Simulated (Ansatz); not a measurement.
The input, for Ansatz 0.2.0:

```yaml
crystal:
  periodic: [false, false, false]
  atoms:
    - {symbol: B, position_ang: [0.000000, -0.078765, 0.385883]}
    - {symbol: Al, position_ang: [0.000000, -0.020134, -1.733492]}
    - {symbol: H, position_ang: [0.000000, 0.098899, 1.347610]}
basis:
  gaussian: {orbitals: 6-31G}
magnetization: {spin_polarized: false, initial_magnetization: 1}
correlation: {method: ccsd(t), electrons: all, diis_vectors: 4}
scf: {lower_state_search: light}
```

```sh
$ ansatz run in.yaml --threads 1 --pin off --events-out ev --progress --plain --max-ram 2393MiB
```

**Question.** One thing in this input was set wrong on purpose, beside settings that are merely unusual. What is the gravest fault, and what does the program do?

**Answer.** A method name that the input doesn't accept. How the run ends: refused.
```
Error: YAML parse error: error: line 10 column 23: unknown variant `ccsd(t)`, expected one of mp2, rpa, ccsd, ccsd_t, bccd, bccd_t, ccsdt, ccsdt_q, ccsdt_q_b, ccsdtq, fci, sc_nevpt2, fic_nevpt4_sd, fic_mrcisd_q, fic_mrcisd_q_relaxed
  --> <input>:10:23
   |
 8 |   gaussian: {orbitals: 6-31G}
 9 | magnetization: {spin_polarized: false, initial_magnetization: 1}
10 | correlation: {method: ccsd(t), electrons: all, diis_vectors: 4}
   |                       ^ unknown variant `ccsd(t)`, expected one of mp2, rpa, ccsd, ccsd_t, bccd, bccd_t, ccsdt, ccsdt_q, ccsdt_q_b, ccsdtq, fci, sc_nevpt2, fic_nevpt4_sd, fic_mrcisd_q, fic_mrcisd_q_relaxed
11 | scf: {lower_state_search: light}
   |
```
